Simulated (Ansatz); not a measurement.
**What a trial cell of BiC relaxes into**

All numbers below come from Ansatz, DFT PBE, scalar-relativistic, plane waves, PAW. Cutoff 420 eV, Γ-centred k mesh, Gaussian smearing, no spin polarisation in the final step.

The start puts BiC on the caesium chloride structure type (Pm-3m, No. 221), with Bi in place of Cs, C in place of Cl, at a guessed volume.

```
CELL_PARAMETERS angstrom
3.40164 0.00000 0.00000
0.00000 3.40164 0.00000
0.00000 0.00000 3.40164
ATOMIC_POSITIONS crystal
Bi 0.00000 0.00000 0.00000
C 0.50000 0.50000 0.50000
```

Cell and atoms relax at zero pressure; the relaxation can't lower the symmetry of the start. After a coarse first stage the cell is made exact in the group found at 0.06 Å.

The zero of energy is the elements' standard structures at the same level; no fitted shifts are applied.

(1) Describe the relaxed structure.

(2) What are its volume, energy, density and gap?

Answers

(1) It keeps Pm-3m (No. 221). The result has the caesium chloride structure. Conventional cell: a = 3.261 Å. Bi has 8 C at 2.82 Å and 6 Bi at 3.26 Å; C is coordinated by 8 Bi at 2.82 Å and 6 C at 3.26 Å.

Space group Pm-3m (No. 221). a = 3.261 Å, b = 3.261 Å, c = 3.261 Å, α = 90.00°, β = 90.00°, γ = 90.00°
| atom | site | symmetry | x | y | z |
| --- | --- | --- | --- | --- | --- |
| Bi | 1a | m-3m | 0.0000 | 0.0000 | 0.0000 |
| C | 1b | m-3m | 0.5000 | 0.5000 | 0.5000 |

(2) The volume per atom is 17.34 Å³ and the density is 10.58 g/cm³. The energy over the elements is 2.26 eV/atom and the gap on the 18×18×18 mesh is 0 eV (a metal).

The final run used a 18×18×18 mesh on its 2-atom cell and 0.10 eV smearing. For metals, differences of a few meV/atom aren't resolved. Spin–orbit coupling is left out. A structure relaxed within its symmetry needn't be a true minimum.

Cost: 3 runs of about 0.47 core-minutes in all, on Intel Xeon 6975P-C (Granite Rapids) (shared hosts).